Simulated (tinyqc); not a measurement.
Worked calculation: FCI on RHF in the sto-3g basis, frozen core, for HF, spin multiplicity 1. Computed by tinyqc, a small Python program that keeps every step (integrals from PySCF). Settings: charge = 0, multiplicity = 1, basis = sto-3g, method = RHF, frozen orbitals = 1, energy threshold = 1e-10, iteration cap = 89, orthogonalisation = canonical, start = core, DIIS depth = 6, ci = FCI, davidson = 1. Command: `OMP_NUM_THREADS=1 python tinyqc.py 27427 27428 out.jsonl` (the two numbers bound the seeds that draw the settings). One thread of a shared host (Intel(R) Xeon(R) Processor @ 2.60GHz), about 0.09 s of CPU time with the checks. The early iterations of the SCF are left out here.

## One-electron integrals

Geometry (angstrom):

| atom | x | y | z |
|---|---|---|---|
| F | 0.0000 | 0.0000 | 0.0000 |
| H | 0.0000 | 0.0000 | 1.0800 |

Basis sto-3g: exponents (1/bohr^2) and contraction coefficients of normalised primitives:

| element | l (shell) | exponent | coefficient |
|---|---|---|---|
| F | s (1) | 166.6791 | 0.1543 |
| F | s (1) | 30.3608 | 0.5353 |
| F | s (1) | 8.2168 | 0.4446 |
| F | s (2) | 6.4648 | -0.1000 |
| F | s (2) | 1.5023 | 0.3995 |
| F | s (2) | 0.4886 | 0.7001 |
| F | p (3) | 6.4648 | 0.1559 |
| F | p (3) | 1.5023 | 0.6077 |
| F | p (3) | 0.4886 | 0.3920 |
| H | s (1) | 3.4253 | 0.1543 |
| H | s (1) | 0.6239 | 0.5353 |
| H | s (1) | 0.1689 | 0.4446 |

Overlap, kinetic and nuclear-attraction integrals over the contracted functions; the nuclear repulsion is the sum of Za Zb / Rab.

nuclear repulsion = 4.409810 hartree

overlap S, lower triangle:
```
         1F 1s   1F 2s  1F 2px  1F 2py  1F 2pz   2H 1s
1F 1s   1.0000
1F 2s   0.2380  1.0000
1F 2px  0.0000  0.0000  1.0000
1F 2py  0.0000  0.0000  0.0000  1.0000
1F 2pz  0.0000  0.0000  0.0000  0.0000  1.0000
2H 1s   0.0335  0.3473  0.0000  0.0000  0.2901  1.0000
```

kinetic energy T (hartree), lower triangle:
```
          1F 1s   1F 2s  1F 2px  1F 2py  1F 2pz   2H 1s
1F 1s   36.9846
1F 2s   -0.2129  1.0380
1F 2px   0.0000  0.0000  3.2480
1F 2py   0.0000  0.0000  0.0000  3.2480
1F 2pz   0.0000  0.0000  0.0000  0.0000  3.2480
2H 1s   -0.0071  0.0577  0.0000  0.0000  0.1629  0.7600
```

nuclear attraction V (hartree), lower triangle:
```
           1F 1s     1F 2s    1F 2px    1F 2py    1F 2pz    2H 1s
1F 1s   -77.4996
1F 2s    -9.2934  -12.0301
1F 2px    0.0000    0.0000  -11.9116
1F 2py    0.0000    0.0000    0.0000  -11.9116
1F 2pz   -0.0109   -0.1337    0.0000    0.0000  -11.9890
2H 1s    -1.3417   -3.0940    0.0000    0.0000   -2.2562  -5.5375
```

core Hamiltonian H = T + V (hartree), lower triangle:
```
           1F 1s     1F 2s   1F 2px   1F 2py   1F 2pz    2H 1s
1F 1s   -40.5150
1F 2s    -9.5063  -10.9921
1F 2px    0.0000    0.0000  -8.6636
1F 2py    0.0000    0.0000   0.0000  -8.6636
1F 2pz   -0.0109   -0.1337   0.0000   0.0000  -8.7410
2H 1s    -1.3488   -3.0364   0.0000   0.0000  -2.0934  -4.7775
```

## Two-electron integrals

Functions are numbered as in S; the eight-fold symmetry (ij|kl) = (ji|kl) = (kl|ij) leaves the list below.

Two-electron integrals (ij|kl) in chemists' order, unique and non-zero (hartree):
```
(11|11) 5.4035   (21|11) 0.8419   (21|21) 0.1563   (22|11) 1.2680
(22|21) 0.2923   (22|22) 0.9262   (31|31) 0.0280   (32|31) 0.0432
(32|32) 0.2046   (33|11) 1.2645   (33|21) 0.2924   (33|22) 0.9260
(33|33) 0.9975   (41|41) 0.0280   (42|41) 0.0432   (42|42) 0.2046
(43|43) 0.0538   (44|11) 1.2645   (44|21) 0.2924   (44|22) 0.9260
(44|33) 0.8900   (44|44) 0.9975   (51|51) 0.0280   (52|51) 0.0432
(52|52) 0.2046   (53|53) 0.0538   (54|54) 0.0538   (55|11) 1.2645
(55|21) 0.2924   (55|22) 0.9260   (55|33) 0.8900   (55|44) 0.8900
(55|55) 0.9975   (61|11) 0.1200   (61|21) 0.0221   (61|22) 0.0411
(61|33) 0.0410   (61|44) 0.0410   (61|51) 0.0009   (61|52) 0.0017
(61|55) 0.0412   (61|61) 0.0032   (62|11) 0.3125   (62|21) 0.0731
(62|22) 0.2592   (62|33) 0.2554   (62|44) 0.2554   (62|51) 0.0050
(62|52) 0.0393   (62|55) 0.2667   (62|61) 0.0105   (62|62) 0.0903
(63|31) 0.0075   (63|32) 0.0451   (63|53) 0.0082   (63|63) 0.0132
(64|41) 0.0075   (64|42) 0.0451   (64|54) 0.0082   (64|64) 0.0132
(65|11) 0.2163   (65|21) 0.0512   (65|22) 0.1945   (65|33) 0.1862
(65|44) 0.1862   (65|51) 0.0106   (65|52) 0.0730   (65|55) 0.2107
(65|61) 0.0077   (65|62) 0.0831   (65|65) 0.0891   (66|11) 0.4787
(66|21) 0.1137   (66|22) 0.4660   (66|33) 0.4504   (66|44) 0.4504
(66|51) 0.0095   (66|52) 0.1059   (66|55) 0.4966   (66|61) 0.0164
(66|62) 0.2110   (66|65) 0.2259   (66|66) 0.7746
```

## Orthogonalisation

S = U s U^T; canonical form X = U s^(-1/2), so that X^T S X = 1. Each column of U has its largest component positive (the first on a tie).

eigenvalues of S: 0.5201  0.8467  1.0000  1.0000  1.1284  1.5048

X:
```
              1        2       3        4        5       6
1F 1s    0.3470   0.7362  0.0000   0.0000  -0.5764  0.2623
1F 2s   -0.8271  -0.4298  0.0000   0.0000  -0.3484  0.4829
1F 2px   0.0000   0.0000  0.0591   0.9983   0.0000  0.0000
1F 2py   0.0000   0.0000  0.9983  -0.0591   0.0000  0.0000
1F 2pz  -0.5471   0.5959  0.0000   0.0000   0.6015  0.3000
2H 1s    0.9050  -0.3148  0.0000   0.0000   0.2662  0.5221
```

Within a degenerate level the vectors are fixed only up to a rotation; this is one choice.

## Iteration 7 (converged): orbitals

converged F (hartree), lower triangle:
```
           1F 1s    1F 2s   1F 2px   1F 2py   1F 2pz    2H 1s
1F 1s   -25.9053
1F 2s    -6.6240  -3.0269
1F 2px    0.0000   0.0000  -0.4620
1F 2py    0.0000   0.0000   0.0000  -0.4620
1F 2pz   -0.0192  -0.0518   0.0000   0.0000  -0.2740
2H 1s    -0.9492  -0.8609   0.0000   0.0000  -0.5011  -0.4092
```

Diagonalise F' = X^T F X, C = X C', fill 5 alpha and 5 beta electrons from the bottom; D = 2 C_occ C_occ^T. Each column has its largest component positive (the first on a tie).

F' = X^T F X (hartree), lower triangle:
```
         1         2        3        4         5        6
1  -0.6557
2  -3.2241  -10.1415
3   0.0000    0.0000  -0.4620
4   0.0000    0.0000   0.0000  -0.4620
5   2.6181   10.2176   0.0000   0.0000  -11.4373
6  -1.3376   -6.0505   0.0000   0.0000    6.8270  -5.1711
```

orbital energies (hartree): MO1 -25.9147, MO2 -1.4331, MO3 -0.5348, MO4 -0.4620, MO5 -0.4620, MO6 0.4770

coefficients C:
```
            MO1      MO2      MO3     MO4      MO5      MO6
1F 1s    0.9949  -0.2548   0.0651  0.0000   0.0000   0.0675
1F 2s    0.0213   0.9742  -0.3376  0.0000   0.0000  -0.3998
1F 2px   0.0000   0.0000   0.0000  0.3485   0.9373   0.0000
1F 2py   0.0000   0.0000   0.0000  0.9373  -0.3485   0.0000
1F 2pz   0.0019   0.0486   0.6892  0.0000   0.0000  -0.7929
2H 1s   -0.0042   0.1253   0.5666  0.0000   0.0000   0.9617
```

D after iteration 7, lower triangle:
```
          1F 1s    1F 2s  1F 2px  1F 2py  1F 2pz   2H 1s
1F 1s    2.1178
1F 2s   -0.4979   2.1269
1F 2px   0.0000   0.0000  2.0000
1F 2py   0.0000   0.0000  0.0000  2.0000
1F 2pz   0.0689  -0.3707  0.0000  0.0000  0.9548
2H 1s    0.0017  -0.1387  0.0000  0.0000  0.7932  0.6735
```

Within a degenerate level the vectors are fixed only up to a rotation; this is one choice.

## Convergence

Stop when the energy changes by less than 1e-10 hartree and every element of the error matrix X^T (F D S - S D F) X is below 3e-06.

Course of the cycle:

| iteration | E (hartree) | change | largest element of the error matrix |
|---|---|---|---|
| 1 | -97.865058 | - | 6.28e-01 |
| 2 | -98.551088 | -6.86e-01 | 1.08e-01 |
| 3 | -98.556884 | -5.80e-03 | 1.23e-02 |
| 4 | -98.556950 | -6.69e-05 | 1.37e-03 |
| 5 | -98.556951 | -1.06e-06 | 1.92e-05 |
| 6 | -98.556951 | -1.75e-10 | 8.71e-08 |
| 7 | -98.556951 | 1.42e-14 | 4.38e-08 |

PySCF RHF in the same basis = -98.556951 hartree

Converged in 7 iterations.

## Integrals over molecular orbitals

(pq|rs) = sum C_ip C_jq C_kr C_ls (ij|kl), one index at a time.

one-electron integrals over orbitals h = C^T H C (hartree), lower triangle:
```
          1        2        3        4        5        6
1  -40.4973
2    0.7139  -9.1311
3   -0.1733   0.5473  -7.2045
4    0.0000   0.0000   0.0000  -8.6636
5    0.0000   0.0000   0.0000   0.0000  -8.6636
6   -0.1841   0.9858   2.0680   0.0000   0.0000  -6.0742
```

Two-electron integrals over orbitals (pq|rs), unique and non-zero (hartree); the lowest 1 orbital is frozen and left out:
```
(22|22) 0.8624    (32|22) -0.0372   (32|32) 0.1484    (33|22) 0.7255
(33|32) -0.0295   (33|33) 0.7188    (42|42) 0.1855    (43|42) -0.0357
(43|43) 0.0411    (44|22) 0.8868    (44|32) -0.0743   (44|33) 0.7162
(44|44) 0.9975    (52|52) 0.1855    (53|52) -0.0357   (53|53) 0.0411
(54|54) 0.0538    (55|22) 0.8868    (55|32) -0.0743   (55|33) 0.7162
(55|44) 0.8900    (55|55) 0.9975    (62|22) -0.1085   (62|32) -0.0626
(62|33) -0.0280   (62|44) -0.1064   (62|55) -0.1064   (62|62) 0.0933
(63|22) -0.2021   (63|32) 0.0908    (63|33) -0.1080   (63|44) -0.2216
(63|55) -0.2216   (63|62) 0.0476    (63|63) 0.2047    (64|42) -0.0356
(64|43) -0.0189   (64|64) 0.0303    (65|52) -0.0356   (65|53) -0.0189
(65|65) 0.0303    (66|22) 0.6606    (66|32) 0.0585    (66|33) 0.6627
(66|44) 0.6391    (66|55) 0.6391    (66|62) -0.0612   (66|63) -0.0202
(66|66) 0.6973
```

## FCI: determinants and Hamiltonian

one-electron integrals dressed by the frozen orbital, h + 2 (pq|11) - (p1|1q) (hartree), lower triangle:
```
         2        3        4        5        6
2  -6.7746
3   0.2925  -5.3389
4   0.0000   0.0000  -6.1652
5   0.0000   0.0000   0.0000  -6.1652
6   0.6095   1.2982   0.0000   0.0000  -4.3674
```

energy of the frozen orbital, 2 h_11 + (11|11) = -75.630985 hartree

Hartree-Fock energy = -98.556951 hartree

Slater-Condon rules over spin orbitals, with the nuclear repulsion and the energy of the frozen orbital added and E(HF) subtracted on the diagonal. Only determinants linked to the reference directly or through others are kept (one block of an abelian symmetry group), so some states are absent.

Occupation strings over the orbitals (2 doubly, a alpha, b beta, 0 empty; spin orbitals ordered 1a 1b 2a 2b ...): 222220 22a22b 2a222b 22b22a 2b222a 222202 222022 220222 2ab222 2ba222 202222

H - E(HF) between determinants (hartree), lower triangle:
```
         222220   22a22b   2a222b   22b22a   2b222a   222202   222022   220222
222220   0.0000
22a22b   0.0000   0.5538
2a222b   0.0000  -0.0110   1.3428
22b22a   0.0000  -0.2047  -0.0476   0.5538
2b222a   0.0000  -0.0476  -0.0933  -0.0110   1.3428
222202   0.0303   0.0189   0.0356  -0.0189  -0.0356   1.0771
222022   0.0303   0.0189   0.0356  -0.0189  -0.0356   0.0538   1.0771
220222   0.2047   0.0878  -0.0908  -0.0878   0.0908   0.0411   0.0411   1.1984
2ab222  -0.0476   0.0908  -0.1820  -0.0332   0.0626   0.0357   0.0357   0.0990
2ba222   0.0476  -0.0332   0.0626   0.0908  -0.1820  -0.0357  -0.0357  -0.0990
202222   0.0933   0.0626   0.0473  -0.0626  -0.0473   0.1855   0.1855   0.1484

         2ab222   2ba222  202222
2ab222   1.9962
2ba222  -0.1484   1.9962
202222   0.1067  -0.1067  2.9241
```

## FCI: roots

Diagonalise (each vector has its largest component positive (the first on a tie)); all determinants have Ms = 0, so triplets appear too. The lowest singlet root is the correlation energy.

lowest roots of this matrix, relative to E(HF) (hartree): -0.0407  0.3437  0.7134  1.0233  1.0522  1.2145  1.2290  1.4042

lowest vectors:
```
         root 1   root 2   root 3   root 4
222220   0.9843   0.0000  -0.0585   0.0000
22a22b   0.0166   0.7054   0.6806   0.0000
2a222b  -0.0042   0.0425  -0.0809   0.0000
22b22a  -0.0166   0.7054  -0.6806   0.0000
2b222a   0.0042   0.0425   0.0809   0.0000
222202  -0.0180   0.0000  -0.0068   0.7071
222022  -0.0180   0.0000  -0.0068  -0.7071
220222  -0.1663   0.0000  -0.2239   0.0000
2ab222   0.0293  -0.0236  -0.0581   0.0000
2ba222  -0.0293  -0.0236   0.0581   0.0000
202222  -0.0231   0.0000  -0.0109   0.0000
```

<S^2> of these roots: 0.0000  2.0000  0.0000  0.0000  0.0000  0.0000  2.0000  0.0000

weight of the ground state by excitation level 0, 1, 2, ...: 0.9689  0.0006  0.0306

## The lowest root by the Davidson method

Start from the reference; add the residual divided by (theta - H_ii), orthogonalised, at each step.

Davidson iterations:

| iteration | subspace | lowest Ritz value (hartree) | residual norm |
|---|---|---|---|
| 1 | 1 | 0 | 2.39e-01 |
| 2 | 2 | -0.039566 | 4.54e-02 |
| 3 | 3 | -0.040703 | 5.14e-03 |
| 4 | 4 | -0.040719 | 6.71e-04 |
| 5 | 5 | -0.040720 | 4.15e-06 |
| 6 | 6 | -0.040720 | 7.81e-07 |
| 7 | 7 | -0.040720 | 1.33e-16 |
